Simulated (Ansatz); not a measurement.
**BF (triplet): from Hartree-Fock to the top rungs, aug-cc-pVTZ**

One table from this session's results is given with a row withheld; the runs are named, their logs left out.

Computed with Ansatz 0.2.0, Gaussian basis. Level: aug-cc-pVTZ, core rule «outside noble gas», up to 2 orbitals frozen.

To be run: UHF; CCSD(T) on ROHF; CCSD(T) on UHF; BCCD(T) on ROHF; CCSDT(Q) on ROHF; CCSDT(Q) on UHF.

9 further runs of the same task are left out: 4 for a known fault of the program, 5 set aside as unsound or not needed.

### The system

The geometry is a PBE0/def2-TZVPD stationary point (not a proven minimum) of the parent state, kept for this charge and spin.

2 atoms, charge 0, spin multiplicity 3.

Atoms are counted from 1 here; the program's logs count them from 0.

Bond lengths: B1–F2 1.403 Å.

The first run:

in.yaml

```yaml
crystal:
  periodic: [false, false, false]
  atoms:
    - {symbol: B, position_ang: [0.000000, 0.000000, 0.000000]}
    - {symbol: F, position_ang: [0.000000, 0.000000, 1.402700]}
basis:
  gaussian: {orbitals: aug-cc-pVTZ}
magnetization: {spin_polarized: true, initial_magnetization: 2}
hamiltonian: {xc: hf}
output: {orbitals: {seedname: orbitals}}
```

Launch:

```sh
ansatz run in.yaml --threads 1 --pin off --events-out ev --progress --plain --max-ram 2560MiB --backend cpu
```

Steps of the session up to this table: UHF; CCSD(T) on ROHF; CCSD(T) on UHF; BCCD(T) on ROHF; CCSDT(Q) on ROHF; CCSDT(Q) on UHF.

One table of the session follows, with a row left open; its other results are not shown here.

```
   method  from UCCSDT(Q) (kJ/mol)
     ROHF                   +836.5
      UHF                   +833.8
     RMP2                    +38.6
     UMP2                    +37.6
    RCCSD                    +30.0
    UCCSD                    +30.0
 RCCSD(T)                     +2.0
 UCCSD(T)                        ?
  BCCD(T)                     +1.7
   RCCSDT                     +1.0
   UCCSDT                     +1.0
RCCSDT(Q)                     +0.5
UCCSDT(Q)                        0
```

Q: Estimate the row for UCCSD(T) from the others.

**Answer.** from UCCSDT(Q) (kJ/mol): +1.9. In the column «from UCCSDT(Q) (kJ/mol)» it lies between BCCD(T) (+1.7) and RCCSD(T) (+2.0).

To keep in mind: Restricted and unrestricted rows rest on different reference determinants; where their highest levels disagree by more than a few hundredths of an eV, they describe different states and don't form one ladder.
